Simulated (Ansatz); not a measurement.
Rock-salt BaTe, treated with PBE-D3(BJ) in Ansatz (PAW).

Numerical settings: plane-wave cutoff 520 eV, 8×8×8 k mesh, Fermi–Dirac smearing 0.01 eV, scalar-relativistic PAW data made under PBE.

Pressure at four volumes; x = ln(V/42.294 Å³). One pressure is withheld.

```json
[
 {"V (Å³/atom)": "39.757", "x": "-0.0619", "P (GPa)": "2.225"},
 {"V (Å³/atom)": "42.294", "x": "0.0000", "P (GPa)": "0.001"},
 {"V (Å³/atom)": "43.986", "x": "0.0392", "P (GPa)": "-1.129"},
 {"V (Å³/atom)": "44.832", "x": "0.0583", "P (GPa)": "?"}
]
```

Question: Pass a parabola P(x) through the three rows shown, estimate the bulk modulus and its pressure derivative near zero pressure, and predict the withheld pressure.

Answer: Slopes between the rows: (0.001 − (2.225))/(0.0000 − (-0.0619)) = -35.93 and (-1.129 − (0.001))/(0.0392 − (0.0000)) = -28.83 GPa. Their difference over the span 0.1011 is c = 7.10/0.1011 = 70.2 GPa, so P(x) = 2.225 + (-35.93)(x − (-0.0619)) + 70.2 (x − (-0.0619))(x − (0.0000)). At the middle row B = −dP/dx = −[-35.93 + 70.2 × 0.0619] = 31.6 GPa, and B′ = dB/dP = 2c/B = 4.4. At x = 0.0583 the parabola gives -1.602 GPa; the run gives -1.608 GPa. The Birch–Murnaghan fit to the energies at all volumes has B0 = 31.4 GPa and B′ = 4.4.

Spin–orbit coupling is not included.

Ansatz is an electronic-structure program.
